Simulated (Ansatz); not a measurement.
# BeNa (quartet): wave-function methods side by side, def2-QZVPP

One table from this session's results is given with a row withheld; the runs are named, their logs left out.

Program: Ansatz 0.2.0, Gaussian basis. Level of theory: def2-QZVPP, core rule «outside noble gas», up to 6 orbitals frozen. These are calculated values, not measurements.

The runs, in order: UHF; ROHF; CCSD(T) on UHF.

2 further runs of the same task are left out: 2 set aside as unsound or not needed.

**What is computed**

The geometry is a PBE0/def2-TZVP stationary point (not a proven minimum) of the parent state, kept for this charge and spin.

2 atoms, charge 0, spin multiplicity 4.

Atoms are counted from 1 here; the program's logs count them from 0.

No contacts short enough for the rule that draws bonds.

Set-up of the first run:

File in.yaml:

```yaml
crystal:
  periodic: [false, false, false]
  atoms:
    - {symbol: Be, position_ang: [0.000000, 0.000000, 0.000000]}
    - {symbol: Na, position_ang: [0.000000, 0.000000, 2.901000]}
basis:
  gaussian: {orbitals: "def2-QZVPP.json"}
magnetization: {spin_polarized: true, initial_magnetization: 3}
hamiltonian: {xc: hf}
output: {orbitals: {seedname: orbitals}}
```

Run with:

```console
ansatz run in.yaml --threads 1 --pin off --events-out ev --progress --plain --max-ram 2393MiB
```

Steps of the session up to this table: UHF; ROHF; CCSD(T) on UHF.

One of the session's tables, all rows but one given; the rest of the session is left out.

| method | from UCCSD(T) (kcal/mol) |
| --- | --- |
| ROHF | +10.55 |
| UHF | +10.51 |
| UMP2 | ? |
| UCCSD | +0.16 |
| UCCSD(T) | 0 |

**Question.** Estimate the row for UMP2.

**Answer.** from UCCSD(T) (kcal/mol): +4.22. In the column «from UCCSD(T) (kcal/mol)» it lies between UCCSD (+0.16) and UHF (+10.51).
